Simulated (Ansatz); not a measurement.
# B₂H₃O radical (SMILES [BH]OB): functionals against CCSD(T) at one geometry

The task here is to estimate one member of a computed series from the others.

Program: Ansatz 0.2.0, Gaussian basis. Level of theory: single points in def2-TZVPP. These are calculated values, not measurements.

Cores are frozen in the correlated methods. Orbitals are unrestricted.

### The starting structure

6 atoms, charge 0, spin multiplicity 2.

Atoms are counted from 1 here; the program's logs count them from 0.

Bond lengths: B1–O2 1.364 Å, B1–H4 1.144 Å, O2–B3 1.352 Å, B3–H5 1.300 Å, B3–H6 1.163 Å. Angles: O2–B1–H4 138.1°, B1–O2–B3 173.6°, O2–B3–H5 120.4°, O2–B3–H6 118.7°, H5–B3–H6 120.2°.

Geometry (Å):

```xyz
6

B    -1.2062   -1.0078   -0.3902
O    -0.2712   -0.0747   -0.0507
B     0.7588    0.7412    0.2677
H    -1.3037   -2.1478   -0.4116
H     1.5185    1.2363   -0.6644
H     0.8531    1.1209    1.3634
```

The first run:

File run/in.yaml:

```yaml
crystal:
  periodic: [false, false, false]
  atoms:
    - {symbol: B, position_ang: [-1.206200, -1.007800, -0.390200]}
    - {symbol: O, position_ang: [-0.271200, -0.074700, -0.050700]}
    - {symbol: B, position_ang: [0.758800, 0.741200, 0.267700]}
    - {symbol: H, position_ang: [-1.303700, -2.147800, -0.411600]}
    - {symbol: H, position_ang: [1.518500, 1.236300, -0.664400]}
    - {symbol: H, position_ang: [0.853100, 1.120900, 1.363400]}
basis:
  gaussian: {orbitals: def2-TZVPP}
magnetization: {spin_polarized: true, initial_magnetization: 1}
correlation: {method: ccsd_t}
scf: {omitted_lower_state_checks: [cluster_reference]}
output: {forces: true}
```

The command line of these runs was not kept.

Among the steps run: CCSD(T)/def2-TZVPP; PBE0-D4/def2-TZVPP; wB97M-V/def2-TZVPP; r2SCAN-D4/def2-TZVPP; PBE-D4/def2-TZVPP; r2SCANh-D4/def2-TZVPP; CAM-B3LYP-D4/def2-TZVPP.

One of the session's tables, all rows but one given; the rest of the session is left out.

| method | RMS force component (eV/Å) | angle to CCSD(T) forces (°) | dipole (D) |
| --- | --- | --- | --- |
| CCSD(T) | 1.247 | reference | 0.89 |
| PBE0-D4 | 1.339 | 8.6 | 0.86 |
| wB97M-V | 1.274 | 5.3 | 0.90 |
| r2SCAN-D4 | 1.321 | 7.4 | 0.86 |
| PBE-D4 | ? | ? | ? |
| r2SCANh-D4 | 1.312 | 7.3 | 0.85 |
| CAM-B3LYP-D4 | 1.292 | 7.2 | 0.88 |

Estimate the missing values for PBE-D4.

As computed: RMS force component (eV/Å): 1.375; angle to CCSD(T) forces (°): 10.6; dipole (D): 0.89. In the column «RMS force component (eV/Å)» it is the highest.
